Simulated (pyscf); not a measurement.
HO–CH(OH)–OH → O=CH–OH + H₂O, an elimination (singlet surface; C–O, H–O broken, H–O formed). Single points on ωB97X-D3(BJ)/def2-SVP structures (PySCF, gas phase). Correlated levels are frozen-core, on RHF or UHF. ΔMP2 is the change of the MP2 total energy from the triple- to the quadruple-zeta basis. Energies in eV from the reactant's lowest minimum found.

Small-basis levels: PySCF, no dispersion term, spherical d functions. 

Question: Quick HF/3-21G single points give ΔE‡ = 2.10 eV and ΔE = +0.51 eV. What does CCSD(T)/def2-TZVPP + ΔMP2(QZVPP) give, and how far is the quick result from it?

Answer: CCSD(T)/def2-TZVPP + ΔMP2(QZVPP) gives ΔE‡ = 1.74 eV and ΔE = -0.05 eV. HF/3-21G lies 0.36 eV over it in the barrier and 0.55 eV over it in the reaction energy, so on this step it does not hold to within 0.13 eV. CCSD(T)/def2-TZVPP + ΔMP2(QZVPP) has limits of its own. On the product side the descent ends in a complex, 0.24 eV under the separated species and 1.94 eV under the saddle at ωB97X-D3(BJ)/def2-TZVP. This is the saddle that the search found; another between the same sides may lie lower. The CCSD(T) − MP2 part came from Ansatz, without density fitting, on the same reference.
